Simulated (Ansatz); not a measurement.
# CH2AlN, SMILES N#[C][AlH2]: a search for lower mean-field states

Program: Ansatz's Python interface.

The script reads `ch2aln.xyz`:
```text
5

N     1.44100   -1.40500    1.42680
C     0.71240   -0.71100    0.73860
Al   -0.45140    0.38680   -0.40780
H    -1.59630   -0.25900   -1.14230
H    -0.05580    1.91450   -0.65670
```

`states_ch2aln.py`
```python
'''Does a wider search find a lower mean-field state of CH2AlN?'''

import ansatz as az
import numpy as np

BASIS_SET = 'def2-SVP'
XC = 'PBE0'


def main() -> None:
    system = az.Crystal.molecule_from_extxyz('ch2aln.xyz')
    symbols = [site.symbol for site in system.cartesian_sites]

    start = np.array([site.position_ang for site in system.cartesian_sites])
    for factor in [1.0, 1.25, 1.6]:
        xyz = (start - start.mean(axis=0)) * factor
        scaled = az.Crystal.molecule()
        for symbol, place in zip(symbols, xyz):
            scaled = scaled.atom(symbol, place.tolist())
        job = scaled.calculation().basis(gaussian=BASIS_SET).functional(XC).spin('collinear')
        for search in ('off', 'standard'):
            try:
                summary = job.scf(lower_state_search=search).run(threads=1, backend='cpu').report
            except az.AnsatzError as error:
                print(f'x{factor} search {search}: {type(error).__name__}')
                continue
            state = summary['mean_field']['state']
            print(f'all distances x{factor}, search {search:8s} E = {summary["free_energy_ev"]:.5f} eV  <S^2> = {abs(state["spin_squared"]):.3f}  other states met: {len(summary["mean_field"]["others"])}')


if __name__ == '__main__':
    main()
```

`python states_ch2aln.py` gives:
```text
all distances x1.0, search off      E = -9145.03082 eV  <S^2> = 0.000  other states met: 0
all distances x1.0, search standard E = -9145.03082 eV  <S^2> = 0.000  other states met: 0
all distances x1.25, search off      E = -9138.90003 eV  <S^2> = 0.000  other states met: 0
all distances x1.25, search standard E = -9138.96234 eV  <S^2> = 0.430  other states met: 3
all distances x1.6, search off      E = -9130.88752 eV  <S^2> = 2.391  other states met: 0
all distances x1.6, search standard E = -9130.88752 eV  <S^2> = 2.391  other states met: 15
```

Notes:
- These settings explore the input space; basis and method may be short of convergence.
- The count of other states can hold repeated and symmetry-equivalent ends of the search; scaling all distances is a test, and for more than two atoms no physical path.
- The geometry comes from a force field and isn't relaxed at this level.
- The expectation value of S² is noticeably off S(S+1) in at least one run, so that state is spin-contaminated.
- The whole script took 33 s on 1 thread of Arm Neoverse V1, on a shared host, peak memory 0.21 GiB.
